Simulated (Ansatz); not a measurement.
**CH2Li (doublet): wave-function methods side by side at distance C1–H3 = 1.733 Å, 6-31G**

Aim: climb from Hartree-Fock through coupled cluster and multireference methods for CH2Li (doublet) at one geometry and basis, and see what each rung misses.

The runs use Ansatz 0.2.0, Gaussian basis; 6-31G, core rule «outside noble gas», up to 2 orbitals frozen.

To be run: UHF; CCSD(T) on ROHF; CCSD(T) on UHF; BCCD(T) on ROHF; CISD; CCSDT(Q) on ROHF; CCSDT(Q) on UHF; CCSDTQ on ROHF; CASSCF and MRCISD+Q, 3 electrons in 3 orbitals; CASSCF and NEVPT2, 3 electrons in 3 orbitals; Full CI.

40 further runs of the same task are left out: 22 for a known fault of the program, 17 that didn't finish, 1 set aside as unsound or not needed.

## Step 1: What is computed

The geometry derives from a PBE0/def2-TZVP stationary point (not a proven minimum). One bond is set to the value named and the two fragments are kept rigid.

4 atoms, charge 0, spin multiplicity 2.

Atoms are counted from 1 here; the program's logs count them from 0.

Bond lengths: C1–Li2 1.909 Å, C1–H4 1.100 Å. Angles: Li2–C1–H4 127.2°.

Geometry (Å):

```xyz
4
charge 0, multiplicity 2
C     0.00000   -0.02424    0.54961
Li    0.00000   -0.02424   -1.35940
H     0.00000    1.35614    1.59740
H     0.00000   -0.90040    1.21467
```

## Step 2: UHF

Contents of in.yaml:

```yaml
crystal:
  periodic: [false, false, false]
  atoms:
    - {symbol: C, position_ang: [0.000000, -0.024238, 0.549612]}
    - {symbol: Li, position_ang: [0.000000, -0.024238, -1.359403]}
    - {symbol: H, position_ang: [0.000000, 1.356138, 1.597396]}
    - {symbol: H, position_ang: [0.000000, -0.900398, 1.214667]}
basis:
  gaussian: {orbitals: 6-31G}
magnetization: {spin_polarized: true, initial_magnetization: 1}
hamiltonian: {xc: hf}
output: {orbitals: {seedname: orbitals}}
```

On the command line:

```bash
ansatz run in.yaml --threads 1 --pin off --events-out ev --progress --plain --max-ram 2393MiB
```

After this run come: CCSD(T) on ROHF; CCSD(T) on UHF; BCCD(T) on ROHF; CISD; CCSDT(Q) on ROHF; CCSDT(Q) on UHF; CCSDTQ on ROHF; CASSCF and MRCISD+Q, 3 electrons in 3 orbitals; CASSCF and NEVPT2, 3 electrons in 3 orbitals; Full CI.

Q: Predict the results of all the runs planned. Wanted: FCI from the RHF energy; RMP2 from FCI; UMP2 from FCI; RCCSD from FCI; RCCSD(T) from FCI; UCCSD(T) from FCI; RCCSDT(Q) from FCI; UCCSDT(Q) from FCI; NEVPT2 pair from FCI.

The runs gave:

| quantity | value |
| --- | --- |
| FCI from the ROHF energy | -3.2403 eV |
| RMP2 from FCI | +81.1 kJ/mol |
| UMP2 from FCI | +95.6 kJ/mol |
| RCCSD from FCI | +10.7 kJ/mol |
| RCCSD(T) from FCI | +2.0 kJ/mol |
| UCCSD(T) from FCI | +3.4 kJ/mol |
| RCCSDT(Q) from FCI | +0.1 kJ/mol |
| UCCSDT(Q) from FCI | 0.0 kJ/mol |
| NEVPT2 pair from FCI | +44.3 kJ/mol |
| MRCISD+Q pair from FCI | +1.4 kJ/mol |
| levels within 1 kcal/mol (43 meV) | RCCSD(T), UCCSD(T), BCCD(T), RCCSDT, UCCSDT, RCCSDT(Q), UCCSDT(Q), RCCSDTQ, MRCISD+Q pair |
| T1 diagnostic | 0.037 |
| effectively unpaired electrons | 1.13 |

RCCSD(T) lands +2.0 kJ/mol from the yardstick (0.6 % of the correlation energy). One determinant dominates. Of the multireference levels listed MRCISD+Q pair comes nearest in total energy (+1.4 kJ/mol), which doesn't show that its space is the better one. These misses are within one basis, not against nature; the frozen cores of restricted and unrestricted runs differ, which can shift their rows.

Levels on UHF freeze UHF's core orbitals, full CI those of ROHF, so the U rows can settle a little off it for that reason alone.

With open shells the CI space here admits some triples and quadruples, so it is larger than plain CISD.
